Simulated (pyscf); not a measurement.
PySCF, gas phase, ωB97X-D3(BJ)/def2-SVP geometries. Correlated levels are frozen-core, on RHF or UHF. ΔMP2 is the change of the MP2 total energy from the triple- to the quadruple-zeta basis. Singlets are restricted, triplets unrestricted.

Singlet (Å):
```xyz
5

C      0.8853    -0.5075     1.1833
N      0.9272    -0.3203    -0.1147
H     -0.1987    -0.6043     1.4368
H      0.1253    -0.2747    -0.7503
H      1.8272    -0.2037    -0.5787
```

Triplet (Å):
```xyz
5

C     -0.3388    -0.6653    -0.1370
N     -1.5786    -0.2782     0.3018
H     -0.0577    -1.6911    -0.4311
H     -2.0967     0.3549    -0.3074
H     -1.6397     0.0276     1.2728
```

Question: For these two minima of [HC–NH₂], which spin state lies lower at CCSD(T)/def2-TZVPP + ΔMP2(QZVPP), and by how much (electronic energies)?

Answer: The singlet, by 149.2 kJ/mol. Zero-point energy shifts E(triplet) − E(singlet) by -7.1 kJ/mol. [HC–NH₂] [singlet] lies 140.6 kJ/mol over its isomer H₂C=NH, and others may lie lower still (electronic energy, ωB97M-D3(BJ)). 

E(triplet) − E(singlet) by level (kJ/mol):

```json
[
 {"level": "ωB97X-D3(BJ)/def2-TZVP", "gap": "+146.5"},
 {"level": "PBE/def2-TZVP", "gap": "+131.8"},
 {"level": "r²SCAN/def2-TZVP", "gap": "+109.0"},
 {"level": "B3LYP-D3(BJ)/def2-TZVP", "gap": "+138.2"},
 {"level": "PBE0-D3(BJ)/def2-TZVP", "gap": "+122.8"},
 {"level": "M06-2X/def2-TZVP", "gap": "+141.2"},
 {"level": "ωB97M-D3(BJ)/def2-TZVP", "gap": "+154.0"},
 {"level": "HF/def2-TZVP", "gap": "+63.4"},
 {"level": "MP2/def2-QZVPP", "gap": "+145.7"},
 {"level": "CCSD/def2-TZVPP", "gap": "+139.0"},
 {"level": "CCSD(T)/def2-TZVPP", "gap": "+146.1"},
 {"level": "CCSD(T)/def2-TZVPP + ΔMP2(QZVPP)", "gap": "+149.2"}
]
```

The triplet is the lowest one reached from the SCF start used. The CCSD(T) − MP2 part came from Ansatz, without density fitting, on the same reference.
